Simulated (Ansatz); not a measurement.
C5H10O2 can be A, `CCOC(=O)CC`, or B, `CCC(C)C(=O)O`.

Gas-phase electronic energies from Ansatz, PBE0-D4/def2-TZVP geometries. CBS: MP2 limit from def2 TZ/QZ plus the TZ coupled-cluster correction, frozen cores. Functionals use def2-TZVPP. Each species was taken in one conformer, which may not be the lowest.

Task: Which isomer does CCSD(T)/CBS put lower? Give the gap. (Estimate.)

Result: Computed: B, by 8.3 kcal/mol.

Task: Give E(B) − E(A) in kcal/mol with HF/def2-TZVPP, B2PLYP, ωB97M-V, PBE-D4, r2SCAN-D4, PBE0-D4, CCSD/def2-TZVPP. (An estimate is asked.)

Result: The calculation gave: HF/def2-TZVPP -4.6, B2PLYP -6.3, ωB97M-V -7.6, PBE-D4 -7.0, r2SCAN-D4 -6.7, PBE0-D4 -7.5, CCSD/def2-TZVPP -7.8. None reverses the order clearly.

Largest T1 diagnostic: 0.013.

In def2-TZVPP, CCSD(T) changes the Hartree–Fock value by −3.5 kcal/mol (the triples alone add −0.2 kcal/mol) and MP2 by −5.0 kcal/mol. The D4 term adds −1.3 kcal/mol with B3LYP and −0.7 kcal/mol with PBE0; it sums over pairs of atoms, weighted by their polarisabilities, and B3LYP, whose exchange is more repulsive, gets the larger term.

B3LYP here is the variant with VWN-RPA as its local correlation; programs differ in this.
